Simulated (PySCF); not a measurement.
## Complexes of chloride

Gas-phase complexes of chloride (charge -1), each in one structure from a short search with a few starts, optimised by PBE0-D3(BJ)/def2-SVPD or PBE0-D3(BJ)/def2-TZVPD; other ways of binding may lie lower. Energies in kcal/mol, PBE0-D3(BJ)/def2-TZVPD, counterpoise-corrected (PySCF): interaction is complex less parts frozen as they stand in it, binding adds what it costs to deform them. Contacts are written partner···chloride; electrostatic, Pauli and orbital are terms of the uncorrected same energy, whose rest is dispersion or correlation.

Frequency runs check only 5 of the 7 structures; these show no clear imaginary mode.

Order these partners of chloride by binding energy, strongest first: iodomethane, methane, hydrogen chloride, aluminium trichloride, methanol, aluminium trifluoride, BeF2.

aluminium trichloride (-76.3), aluminium trifluoride (-73.2), BeF2 (-51.3), hydrogen chloride (-26.9), methanol (-16.8), iodomethane (-11.0), methane (-3.3).
```csv
partner,contact,distance (Å),binding,interaction,electrostatic,Pauli,orbital
aluminium trichloride,Al···Cl,2.17,-76.3,-99.4,-106.3,82.6,-74.3
aluminium trifluoride,Al···Cl,2.18,-73.2,-95.6,-101.9,63.6,-56.6
BeF2,Be···Cl,1.99,-51.3,-73.2,-73.4,44.7,-44.2
hydrogen chloride,H···Cl,1.57,-26.9,-45.4,-46.3,69.9,-68.5
methanol,H···Cl,2.06,-16.8,-17.9,-21.5,16.5,-12.3
iodomethane,H···Cl,2.33,-11.0,-11.5,-12.7,10.9,-9.0
methane,H···Cl,2.67,-3.3,-3.3,-2.9,3.4,-3.4
```

Atoms past Kr carry effective core potentials.
